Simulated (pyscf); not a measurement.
7 gas-phase steps of one pattern: hydrogen abstraction on the doublet surface, H–H broken and Ge–H or H–Si formed. PySCF, gas phase, ωB97X-D3(BJ)/def2-SVP geometries. Electronic energies in eV, from the separated reactants; ΔE‡ at ωB97M-D3(BJ)/def2-TZVP, beside the barrier at PBE/def2-TZVP on the same structures. Rows were drawn at random from the steps of this pattern with a verified saddle, stable references and no exit in the data more than 5 kcal/mol lower.

| row | step | ΔE‡(PBE) | ΔE‡ |
|---|---|---|---|
| 1 | HO–SiH•–OH + H₂ -> HO–SiH₂–OH + H• | 0.59 | 0.64 |
| 2 | H₂N–SiH•–Cl + H₂ -> H₂N–SiH₂–Cl + H• | 0.60 | ? |
| 3 | F–SiH₂–SiH₂• + H₂ → F–SiH₂–SiH₃ + H• | 0.73 | 0.83 |
| 4 | H₃Si–SiH•–Cl + H₂ -> H₃Si–SiH₂–Cl + H• | 0.77 | 0.83 |
| 5 | H₃C–GeH₂• + H₂ → H₃C–GeH₃ + H• | 0.79 | 0.95 |
| 6 | H₃Si–Si•(SiH₃)–SiH₃ + H₂ → H₃Si–SiH(SiH₃)–SiH₃ + H• | 0.93 | 1.00 |
| 7 | Cl–Ge•(Cl)–Cl + H₂ -> Cl–GeH(Cl)–Cl + H• | 1.14 | 1.19 |

Question: From a straight line through the complete rows, estimate the missing barrier and say how far the line can be trusted.

Answer: Over the 6 complete rows the means are +0.83 (ΔE‡(PBE)) and 0.91 (ΔE‡); least squares gives b = 0.96 and a = 0.11 eV, with residuals of 0.04 eV (root mean square; largest 0.08, row 5). For row 2: 0.11 + 0.96 × (+0.60) = 0.69 eV. The computed barrier is 0.66 eV, 0.03 under the line. The line follows the complete rows closely. Each barrier is that of the saddle found. Elements up to Kr have no core potential and no relativistic terms here.
